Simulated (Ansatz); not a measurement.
# H2O3 (trioxidane): HF/STO-3G

Aim: the energy change on altering one bond length of H2O3 (trioxidane) at HF/STO-3G, from 2 runs. 

Program for the calculation: Ansatz 0.2.0.

27 further runs of the same task are left out: 27 set aside as unsound or not needed.

**1. Starting point**

H2O3 has 5 atoms, charge 0, and is taken as a singlet. As SMILES, `OOO`. The coordinates come from a PBE0-D4/def2-TZVP relaxation. This is a higher conformer, about 11 kJ/mol above the lowest found by a separate search.

Bond lengths: O1–O2 1.403 Å, O2–O3 1.403 Å, O1–H4 0.968 Å, O3–H5 0.968 Å. Angles: O1–O2–O3 108.0°, O2–O1–H4 102.8°, O2–O3–H5 102.8°.

**2. A single-point energy at HF/STO-3G**

File input.yaml:

```yaml
crystal:
  periodic: [false, false, false]
  atoms:
    - {symbol: O, position_ang: [-0.968320, -0.699970, -0.146130]}
    - {symbol: O, position_ang: [-0.133650, -0.043580, 0.770240]}
    - {symbol: O, position_ang: [1.173090, -0.066850, 0.261080]}
    - {symbol: H, position_ang: [-1.310410, 0.028200, -0.685190]}
    - {symbol: H, position_ang: [1.239280, 0.782200, -0.199990]}
basis:
  gaussian:
    orbitals: STO-3G
hamiltonian:
  xc: hf
accuracy: high
output: {orbitals: {seedname: orbitals}}
```

Command:

```bash
$ ansatz run input.yaml --threads 1 --pin off --max-ram 3480MiB --events-out events.jsonl --progress --plain --runs-dir runs
```

Standard output:

```text
Warning: RAYON_NUM_THREADS=1 ignored (pool sized by the plan → 1); use --threads N
Functional definition: HF
  name "HF"
  exchange = exact_x
  correlation = 0
297 factors; integrals over basis functions are off by at most 4.4e-8 eV
mean field evaluation 1: about -6055.3772 eV, gradient 1.6e1 eV
mean field evaluation 2: about -6055.6043 eV, gradient 1.6e1 eV
mean field evaluation 4: about -6056.5179 eV, gradient 1.1e0 eV
mean field evaluation 8: about -6056.5225 eV, gradient 1.1e-5 eV
mean field -6056.52253297 eV, -222.5730978283 hartree, gradient 1.2e-8 eV, S^2 0.000000; 0 other end points of the search recorded, 0 dependent functions left out
reference -6056.52253297 eV, -222.5730978283 hartree; 13, 13 occupied and 4, 4 virtual orbitals, 297 factors
Total energy: -6056.52253297 eV, -222.5730978283 hartree
```

Wall time 0.08 s (1 thread of Arm Neoverse V1, shared host).

**3. The distorted shape**

File run.yaml:

```yaml
crystal:
  periodic: [false, false, false]
  atoms:
    - symbol: O
      position_ang: [-1.021274, -1.379236, 0.222740]
    - symbol: O
      position_ang: [-0.186604, -0.722846, 1.139110]
    - symbol: O
      position_ang: [1.120136, -0.746116, 0.629950]
    - symbol: H
      position_ang: [-1.363364, -0.651066, -0.316320]
    - symbol: H
      position_ang: [1.239280, 0.782200, -0.199990]
basis:
  gaussian:
    orbitals: STO-3G
hamiltonian:
  xc: hf
accuracy: high
output: {orbitals: {seedname: orbitals}}
```

Command:

```bash
$ ansatz run run.yaml --threads 1 --pin off --max-ram 3480MiB --events-out events.jsonl --progress --plain --runs-dir runs
```

Standard output:

```text
Warning: RAYON_NUM_THREADS=1 ignored (pool sized by the plan → 1); use --threads N
Functional definition: HF
  name "HF"
  exchange = exact_x
  correlation = 0
296 factors; integrals over basis functions are off by at most 3.6e-8 eV
mean field evaluation 1: about -6049.5135 eV, gradient 1.9e1 eV
mean field evaluation 2: about -6049.7197 eV, gradient 1.9e1 eV
mean field evaluation 4: about -6051.2668 eV, gradient 2.0e0 eV
mean field evaluation 8: about -6051.2985 eV, gradient 1.5e-3 eV
mean field -6051.29848721 eV, -222.3811176876 hartree, gradient 3.4e-8 eV, S^2 0.000000; 0 other end points of the search recorded, 0 dependent functions left out
reference -6051.29848721 eV, -222.3811176876 hartree; 13, 13 occupied and 4, 4 virtual orbitals, 296 factors
Total energy: -6051.29848721 eV, -222.3811176876 hartree
```

Wall time 0.08 s (1 thread of Arm Neoverse V1, shared host).

**4. Summary of results**

At HF/STO-3G:

```
                                                         quantity          value
                                        first shape: total energy  -222.57310 Eh
                                         first shape: HOMO energy      -10.11 eV
                                         first shape: LUMO energy       11.96 eV
                                       first shape: HOMO–LUMO gap       22.07 eV
                                    distorted shape: total energy  -222.38112 Eh
                                     distorted shape: HOMO energy       -8.49 eV
                                     distorted shape: LUMO energy        4.24 eV
                                   distorted shape: HOMO–LUMO gap       12.73 eV
energy change with the O3–H5 bond stretched from 0.968 to 1.743 Å       5.224 eV
```

With the O3–H5 bond stretched from 0.968 to 1.743 Å the energy rises by 5.22 eV (120 kcal/mol). The first shape isn't relaxed at this level, so the change isn't measured from a minimum. A restricted reference can't describe the breaking bond well at this length. The minimal basis adds a large error of its own.
